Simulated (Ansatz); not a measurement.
System: P2, net charge 0, singlet state. 
Coordinates optimised at B3LYP-D3(BJ)/def2-TZVP (Ansatz, an electronic-structure program):
```xyz
2

P      0.0000     0.0000    -0.9447
P      0.0000     0.0000     0.9447
```
Charge 0, spin multiplicity 1.

Basis-set convergence of Hartree-Fock and CCSD correlation energies (hartree) with Ansatz. Valence correlation only, unless marked. No spin-orbit coupling. Non-relativistic.

The Hartree-Fock reference is unstable (checked in the largest basis), which strains HF and MP2. 

```json
[
 {"basis": "aug-cc-pV(D+d)Z", "functions": "64", "E(HF)": "-681.47653", "E(corr, CCSD)": "-0.25519"},
 {"basis": "aug-cc-pV(T+d)Z", "functions": "110", "E(HF)": "-681.49423", "E(corr, CCSD)": "-0.29920"},
 {"basis": "aug-cc-pV(Q+d)Z", "functions": "178", "E(HF)": "-681.49931", "E(corr, CCSD)": "-0.31301"}
]
```

Extrapolating the two largest sets (X = 3 and 4) as X^-3: E(corr) = (64·(-0.31301) - 27·(-0.29920))/37 = -0.3231 Eh, an estimate of the basis-set limit. The largest set recovers 96.9 % of it, the smallest 79.0 %.
